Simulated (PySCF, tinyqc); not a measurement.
Ways to converge the cycle: SCF convergence aids in the sto-3g basis, for CH+, spin multiplicity 1. Computed by the program tinyqc with PySCF. 

Geometry (angstrom):
```
atom       x       y       z
C     0.0000  0.0000  0.0000
H     0.0000  0.0000  0.9840
```

lowest restricted solution found by these runs and by PySCF = -37.420374 hartree

RHF with one setting changed at a time; a run stops when the energy changes by less than 1e-09 hartree and the error matrix is below 1e-5. The start is the core Hamiltonian. Damping d keeps d of the old density; a shift (hartree) raises the virtual levels; DIIS n extrapolates F over n matrices.

Largest element of the error matrix X^T (FDS - SDF) X:
```
iteration    plain  damping 0.3  damping 0.6  shift 0.4   DIIS 3   DIIS 8
1          7.6e-01      7.6e-01      7.6e-01    7.6e-01  7.6e-01  7.6e-01
2          1.4e-01      3.5e-01      5.3e-01    3.4e-01  1.4e-01  1.4e-01
3          1.8e-02      1.4e-01      3.6e-01    1.2e-01  5.5e-03  5.5e-03
4          3.1e-03      5.7e-02      2.4e-01    3.8e-02  8.0e-04  8.0e-04
5          6.3e-04      2.2e-02      1.6e-01    1.3e-02  6.9e-06  1.2e-05
6          1.4e-04      8.7e-03      1.1e-01    4.1e-03  1.8e-07  2.7e-07
8          8.6e-06      1.4e-03      4.6e-02    4.7e-04        -        -
10               -      2.6e-04      2.0e-02    5.9e-05        -        -
14               -      1.0e-05      3.6e-03          -        -        -
20               -            -      2.8e-04          -        -        -
30               -            -      5.9e-06          -        -        -
```

How each run ends:
```
run          iterations  E (hartree)         state
plain                 8   -37.420374  lowest found
damping 0.3          19   -37.420374  lowest found
damping 0.6          40   -37.420374  lowest found
shift 0.4            12   -37.420374  lowest found
DIIS 3                6   -37.420374  lowest found
DIIS 8                6   -37.420374  lowest found
```

6 of 6 runs reach the lowest restricted solution found, in 6 to 40 iterations (fastest: DIIS 3, DIIS 8). Plain steps already contract here, so damping only slows them. DIIS 3 and DIIS 8 gain by cancelling the error over several earlier matrices, much as a quasi-Newton step does. The restricted reference is unstable here: a spin-polarised solution lies 0.0147 hartree lower (PySCF), so results built on it describe a poor reference.
